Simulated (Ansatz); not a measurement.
# SiH2 (triplet): wave-function methods side by side at distance Si1–H2 = 1.605 Å, cc-pVDZ

Aim: climb from Hartree-Fock through coupled cluster and multireference methods for SiH2 (triplet) at one geometry and basis, and see what each rung misses.

The runs use Ansatz 0.2.0, Gaussian basis; cc-pVDZ, core rule «outside noble gas», up to 5 orbitals frozen.

To be run: UHF; CCSD(T) on ROHF; CCSD(T) on UHF; BCCD(T) on ROHF; CISD; CCSDT(Q) on ROHF; CCSDT(Q) on UHF; CASSCF and MRCISD+Q, 4 electrons in 4 orbitals; CASSCF and NEVPT2, 4 electrons in 4 orbitals; CASSCF and MRCISD+Q, 6 electrons in 6 orbitals; CASSCF and NEVPT2, 6 electrons in 6 orbitals; Full CI.

17 further runs of the same task are left out: 14 that didn't finish, 3 set aside as unsound or not needed.

### 1 What is computed

The geometry derives from a PBE0/def2-TZVP stationary point (not a proven minimum). One bond is set to the value named and the two fragments are kept rigid.

3 atoms, charge 0, spin multiplicity 3.

Atoms are counted from 1 here; the program's logs count them from 0.

Bond lengths: Si1–H2 1.605 Å, Si1–H3 1.486 Å. Angles: H2–Si1–H3 118.7°.

Geometry (Å):

```xyz
3
charge 0, multiplicity 3
Si    0.0000   -0.0528    0.0034
H     0.0000    0.7655   -1.3773
H     0.0000    0.7049    1.2818
```

### 2 UHF

Input file in.yaml:

```yaml
crystal:
  periodic: [false, false, false]
  atoms:
    - {symbol: Si, position_ang: [0.000000, -0.052771, 0.003427]}
    - {symbol: H, position_ang: [0.000000, 0.765540, -1.377294]}
    - {symbol: H, position_ang: [0.000000, 0.704881, 1.281801]}
basis:
  gaussian: {orbitals: cc-pVDZ}
magnetization: {spin_polarized: true, initial_magnetization: 2}
hamiltonian: {xc: hf}
output: {orbitals: {seedname: orbitals}}
```

Run with:

```
$ ansatz run in.yaml --threads 1 --pin off --events-out ev --progress --plain --max-ram 2393MiB
```

Further steps of the session: CCSD(T) on ROHF; CCSD(T) on UHF; BCCD(T) on ROHF; CISD; CCSDT(Q) on ROHF; CCSDT(Q) on UHF; CASSCF and MRCISD+Q, 4 electrons in 4 orbitals; CASSCF and NEVPT2, 4 electrons in 4 orbitals; CASSCF and MRCISD+Q, 6 electrons in 6 orbitals; CASSCF and NEVPT2, 6 electrons in 6 orbitals; Full CI.

**Question.** What will the summary of the whole plan be? Wanted: FCI below the RHF energy; RMP2 from FCI; UMP2 from FCI; RCCSD from FCI; RCCSD(T) from FCI; UCCSD(T) from FCI; RCCSDT(Q) from FCI; UCCSDT(Q) from FCI; NEVPT2 pair from FCI.

The runs gave:

| quantity | value |
| --- | --- |
| FCI below the RHF energy | -2.7173 eV |
| RMP2 from FCI | +690.6 meV |
| UMP2 from FCI | +687.5 meV |
| RCCSD from FCI | +73.8 meV |
| RCCSD(T) from FCI | +19.3 meV |
| UCCSD(T) from FCI | +19.0 meV |
| RCCSDT(Q) from FCI | +0.3 meV |
| UCCSDT(Q) from FCI | -0.1 meV |
| NEVPT2 pair from FCI | +655.9 meV |
| MRCISD+Q pair from FCI | -11.3 meV |
| NEVPT2 valence from FCI | +571.6 meV |
| levels within 1 kcal/mol (43 meV) | RCCSD(T), UCCSD(T), BCCD(T), RCCSDT, UCCSDT, RCCSDT(Q), UCCSDT(Q), MRCISD+Q pair, MRCISD+Q valence |
| T1 diagnostic | 0.021 |
| effectively unpaired electrons | 2.03 |

**Reading.** RCCSD(T) lands +19.3 meV from the yardstick (0.7 % of the correlation energy). MRCISD+Q pair falls below full CI: the +Q correction isn't variational, and the cores differ from full CI's. One determinant dominates. Of the multireference levels listed MRCISD+Q valence comes nearest in total energy (+5.3 meV), which doesn't show that its space is the better one. These misses are within one basis, not against nature; the frozen cores of restricted and unrestricted runs differ, which can shift their rows.
